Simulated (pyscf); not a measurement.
Single points on ωB97X-D3(BJ)/def2-SVP structures (PySCF, gas phase).

Task: For the elementary gas-phase step H₂N–TiH(Cl)–Cl (SMILES [NH2][TiH]([Cl])[Cl]) + NH₃ (SMILES N) → H₂N–Ti(NH₂)(Cl)–Cl (SMILES [NH2][Ti]([NH2])([Cl])[Cl]) + H₂ (SMILES [H][H]) (singlet surface; H–Ti, H–N broken, N–Ti, H–H formed), what barrier and reaction energy does ωB97M-D3(BJ)/def2-TZVP give, measured from the separated reactants?

Result: ΔE‡ = 0.45 eV, ΔE = -0.79 eV. Zero-point energy shifts the barrier by -0.01 eV. It is a four-centre exchange, with an imaginary mode of 1416i cm⁻¹. On the reactant side the descent ends in an adduct with a N–Ti contact, 0.91 eV under the separated species and 1.24 eV under the saddle at ωB97X-D3(BJ)/def2-TZVP. What is counted as formed (N–Ti) is already present as a longer contact in the reactant adduct; forming that adduct is a step of its own. At the saddle there is also a short H–Ti contact that neither side keeps. At ωB97X-D3(BJ) the barrier from the zero used here is 0.33 eV. One saddle was located; it need not be the lowest between these sides.
